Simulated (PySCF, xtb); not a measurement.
BF3, SMILES FB(F)F (connectivity only; charge and spin as stated), charge +1, multiplicity 2.

Harmonic wavenumbers (cm⁻¹) from GFN2-xTB (xtb 6.7.1) at its own minimum, in rising order: 197, 213, 465, 824, 1072, 1142.

Question: What does ωB97X-D3(BJ)/def2-TZVP run with PySCF give at its own minimum? (Estimate from the structure and the level; the computed values follow.)

Answer: 375, 404, 525, 675, 863, 1719. Paired by order, the mean absolute difference is 227 cm⁻¹ and the zero-point energies are 5.6 and 6.5 kcal/mol.
